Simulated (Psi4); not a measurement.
# AlHCl2 (SMILES [H][Al]([Cl])[Cl]), run twice

Aim: a single-point energy of AlHCl2 at SCS-MP2/pcSseg-2.

The calculation is run with Psi4 1.11.

2 further runs of the same task are left out: 1 that didn't finish, 1 set aside as unsound or not needed.

## Step 1: Starting point

The species is AlHCl2 (4 atoms), meant as a singlet with charge 0. SMILES: `[H][Al]([Cl])[Cl]`. The shape comes from GFN2-xTB, which is rough for such elements, and wasn't checked as a minimum.

Bond lengths: Al1–Cl2 2.022 Å, Al1–Cl3 2.023 Å, Al1–H4 1.522 Å. Angles: Cl2–Al1–Cl3 124.1°, Cl2–Al1–H4 118.0°, Cl3–Al1–H4 117.9°.

## Step 2: First attempt

input.dat

```
memory 1600 mb

molecule mol {
  1 1
  Al    -0.047750    -0.080660    -0.000420
  Cl     1.971850    -0.182600     0.014280
  Cl    -1.095680     1.649890    -0.015830
  H     -0.828410    -1.386630     0.001980
  units angstrom
}

set {
  basis pcSseg-2
  reference rhf
  scf_type pk
  mp2_type df
}

energy_value, wavefunction = energy("scs-mp2", return_wfn=True)
```

The run is started by

```sh
$ psi4 input.dat output.dat -n 1
```

output.dat:

```text
Psi4 1.11 release

qcelemental.exceptions.ValidationError: Inconsistent or unspecified chg/mult: sys chg: None, frag chg: [1.0], sys mult: None, frag mult: [1]

Printing out the relevant lines from the Psithon --> Python processed input file:
    from psi4.driver.wrapper_database import database, db, DB_RGT, DB_RXN
    from psi4.driver.wrapper_autofrag import auto_fragments
    psi4_io = core.IOManager.shared_object()
    core.set_memory_bytes(1600000000)

--> mol = geometry("""
      1 1
      Al    -0.047750    -0.080660    -0.000420
      Cl     1.971850    -0.182600     0.014280
      Cl    -1.095680     1.649890    -0.015830
      H     -0.828410    -1.386630     0.001980

!----------------------------------------------------------------------------------!
!                                                                                  !
!  Inconsistent or unspecified chg/mult: sys chg: None, frag chg: [1.0], sys mult: !
!     None, frag mult: [1]                                                         !
!                                                                                  !
!----------------------------------------------------------------------------------!

    Psi4 run time: 0:00:00.00
```

Run time: 1.4 s. Hardware: 1 thread of Intel Xeon Platinum 8488C (Sapphire Rapids), shared host; peak memory 0.13 GiB.

## Step 3: Diagnosis

The program refused the input.

The telling line is `qcelemental.exceptions.ValidationError: Inconsistent or unspecified chg/mult: sys chg: None, frag chg: [1.0], sys mult: None, frag mult: [1]`. The fault: charge and multiplicity as typed don't fit the electron count or the species meant. To mend it: charge 0 in place of 1. That is the species meant; for the charge typed, the multiplicity would have to change.

## Step 4: The mended input

calc.dat

```
memory 1.6 GB

molecule {
  Al    -0.047750    -0.080660    -0.000420
  Cl     1.971850    -0.182600     0.014280
  Cl    -1.095680     1.649890    -0.015830
  H     -0.828410    -1.386630     0.001980
  units angstrom
}

set basis pcSseg-2
set reference rhf
set scf_type pk
set mp2_type df

E, wfn = energy("scs-mp2", return_wfn=True)
```

The run is started by

```sh
$ psi4 -n 1 calc.dat calc.out
```

calc.out:

```text
[...]
  Running in c1 symmetry.
[...]
  Nuclear repulsion =  168.858064411667328
[...]
  Multiplicity = 1
[...]
  Nalpha       = 24
  Nbeta        = 24
[...]
    Number of basis functions: 143
[...]
   @RHF iter   1: -1161.66358067411761   -4.51236e-01   2.08821e-03 ADIIS/DIIS
[...]
   @RHF iter  10: -1161.68830009978024   -9.77707e-12   3.80305e-09 DIIS
[...]
    Orbital Energies [Eh]
    ---------------------
    Doubly Occupied:
       1A   -104.838149     2A   -104.838034     3A    -58.526849
       4A    -10.561391     5A    -10.561258     6A     -8.029898
       7A     -8.029765     8A     -8.029083     9A     -8.028988
      10A     -8.028951    11A     -8.028857    12A     -4.941525
      13A     -3.257393    14A     -3.256723    15A     -3.255075
      16A     -1.107472    17A     -1.093511    18A     -0.611710
      19A     -0.536864    20A     -0.521214    21A     -0.498978
      22A     -0.480986    23A     -0.473952    24A     -0.459436
[...]
  @RHF Final Energy: -1161.68830009978024
   => Energetics <=
    Nuclear Repulsion Energy =            168.8580644116673284
    One-Electron Energy =               -1945.1006059154165087
    Two-Electron Energy =                 614.5542414039690584
    Total Energy =                      -1161.6883000997800082
[...]
 Multipole Moments:
 ------------------------------------------------------------------------------------
     Multipole            Electronic (a.u.)      Nuclear  (a.u.)        Total (a.u.)
 ------------------------------------------------------------------------------------
 L = 1.  Multiply by 2.5417464519 to convert [e a0] to [Debye]
 Dipole X            :          0.8450304           -1.0041961           -0.1591657
 Dipole Y            :          1.4098350           -1.6807464           -0.2709114
 Dipole Z            :         -0.0036335            0.0024832           -0.0011503
 Magnitude           :                                                    0.3142101
[...]
	SCS-MP2 Total Energy (a.u.)        : -1162.53603296548545
	SOS-MP2 Total Energy (a.u.)        : -1162.45915002457195
	SCSN-MP2 Total Energy (a.u.)       : -1162.09424202780360
[...]
	SOS-PI-MP2 Total Energy (a.u.)     : -1162.58762501203728
[...]
	MP2 Total Energy (a.u.)            : -1162.56132385984733
[...]
```

Wall time 28 s (1 thread of Intel Xeon Platinum 8488C (Sapphire Rapids), shared host); peak memory 1.1 GiB.

## Step 5: Results

At SCS-MP2/pcSseg-2:

| quantity | value |
| --- | --- |
| total energy | -1162.53603 Eh |
| HOMO energy (Hartree–Fock orbitals) | -12.50 eV |
| LUMO energy (Hartree–Fock orbitals) | 1.27 eV |
| HOMO–LUMO gap (Hartree–Fock orbitals) | 13.77 eV |
| correlation energy | -847.7 mEh |
